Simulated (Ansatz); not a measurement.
S3. Total charge 0; triplet. Geometry PBE-D4/def2-TZVP, that of the charge +1 doublet; atoms count from 1.

```xyz
3

S     1.165   -0.063    0.383
S    -0.177    0.160   -1.106
S    -0.988   -0.097    0.723
```

At PBE0-D4/def2-TZVP a singlet of charge 0 lies 1.75 eV below the triplet at the same geometry. The structure comes from a short search, and lower isomers may exist.

Q: Estimate the Mulliken populations from the PBE0/def2-TZVP orbitals of Ansatz.

A: 
```
atom  charge (e)  spin (α − β)
  S1       -0.09          0.67
  S2        0.19          0.65
  S3       -0.09          0.67
```
Mulliken values and Mayer orders depend strongly on the basis.

Q: Where does the spin sit?

A: Summed by element: S 2.00, of 2 unpaired in all. Largest on single atoms: S1 0.67, S3 0.67, S2 0.65.

Q: And the Mayer bond orders between bonded heavy atoms (over 0.3)?

A: S1–S2 1.30 (2.02 Å); S1–S3 0.78 (2.18 Å); S2–S3 1.30 (2.02 Å).
